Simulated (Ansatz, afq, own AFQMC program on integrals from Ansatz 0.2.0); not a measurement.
## GeNH3, triplet: a scan with AFQMC

| atom | x (Å) | y (Å) | z (Å) |
| --- | --- | --- | --- |
| Ge | -0.0479 | 0.0000 | 0.3043 |
| N | 0.1950 | 0.0000 | -1.5446 |
| H | 0.7099 | -1.2595 | 0.8071 |
| H | 0.7099 | 1.2595 | 0.8071 |
| H | -0.6771 | 0.0000 | -2.0801 |

The Ge1–N2 distance is changed with both sides rigid. Energies in kJ/mol count from this geometry (1.865 Å) at the same level; the start stands on UHF, each point on the determinant named.

Basis cc-pVDZ. Only valence electrons are correlated. Ansatz 0.2.0 and our own AFQMC program on the same integrals; the CISD trial comes from CCSD amplitudes, and released means the phaseless constraint is let go. Error bars are statistical, one sigma. No spin–orbit coupling.

Cautions, each for one point or more: an unrestricted solution with more broken spin lies lower; higher spins were not checked; inner d shell frozen; lower spins were not checked; no relativity below Rb; no spin-orbit coupling; strong correlation; the ph-AFQMC/CISD walk drifts between its halves; unrestricted determinant slightly spin contaminated; unrestricted determinant spin contaminated; walk and cluster series may follow different spin states.

```csv
r(Ge1–N2) / Å,det.,T1,weight,⟨S²⟩,r2SCAN,PBE,CCSD(T)
1.697,UHF,0.022,0.88,2.02,37.0,39.6,47.3
2.093,UHF,0.024,0.87,2.07,28.2,23.6,21.4
2.542,UHF¶,0.042,0.84,2.30,138.4,127.8,123.2
3.503,UHF¶,0.071,0.78,2.42,237.4§,236.3,180.8
5.076,UHF,0.010,0.88,2.01,254.7§,257.3,188.8
```

(1) Estimate the curve of phaseless AFQMC with a CISD trial, counted from the same start.

## Answers

(1) 
```json
{"r(Ge1–N2) / Å": "1.697", "det.": "UHF", "T1": "0.022", "weight": "0.88", "⟨S²⟩": "2.02", "ph-AFQMC/CISD": "49.0 ± 1.4", "released AFQMC": "–", "CCSDT(Q)": "–"}
{"r(Ge1–N2) / Å": "2.093", "det.": "UHF", "T1": "0.024", "weight": "0.87", "⟨S²⟩": "2.07", "ph-AFQMC/CISD": "22.9 ± 1.7", "released AFQMC": "21.4 ± 2.3", "CCSDT(Q)": "20.6"}
{"r(Ge1–N2) / Å": "2.542", "det.": "UHF¶", "T1": "0.042", "weight": "0.84", "⟨S²⟩": "2.30", "ph-AFQMC/CISD": "122.5 ± 1.9", "released AFQMC": "122.2 ± 3.4*", "CCSDT(Q)": "119.5"}
{"r(Ge1–N2) / Å": "3.503", "det.": "UHF¶", "T1": "0.071", "weight": "0.78", "⟨S²⟩": "2.42", "ph-AFQMC/CISD": "183.2 ± 1.9", "released AFQMC": "184.2 ± 3.6*", "CCSDT(Q)": "181.8"}
{"r(Ge1–N2) / Å": "5.076", "det.": "UHF", "T1": "0.010", "weight": "0.88", "⟨S²⟩": "2.01", "ph-AFQMC/CISD": "190.2 ± 1.4", "released AFQMC": "–", "CCSDT(Q)": "190.5"}
```

Weight is that of the determinant in the CISD state; at the start T1 is 0.021 and the weight 0.88, and ⟨S²⟩ is 2.02. ¶ marks points with a poor determinant and no full CI, where no value is sure; they don't count among the departures. An asterisk marks released energies that aren't shown to be converged. A dash marks a missing value, a released energy that hasn't settled or a functional that sits on another state. § marks a functional whose ⟨S²⟩ is too high by over 0.1. Largest departures from phaseless AFQMC with a CISD trial: CCSD(T) -1.7 kJ/mol at 1.697 (on UHF) (within the noise), CCSDT(Q) -2.3 kJ/mol at 2.093 (on UHF) (within the noise), r2SCAN -12.0 kJ/mol at 1.697, PBE 67.0 kJ/mol at 5.076. The walk's constraint bias lies outside its error bars, so these are departures and not errors. Functionals count only at points shown to share the start's state and spin. In this small basis the wave-function levels are far from their limit, so their gap to the functionals isn't the functionals' error.

CCSDT and higher add their correlation energy to the determinant of the CCSD(T) run, since their own runs factorise the integrals more tightly (a shift of under 2 meV). A walk keeps the symmetry of its determinant, which the program's search chose and which needn't be the lowest solution, so a lower state of the same spin and another symmetry isn't excluded.
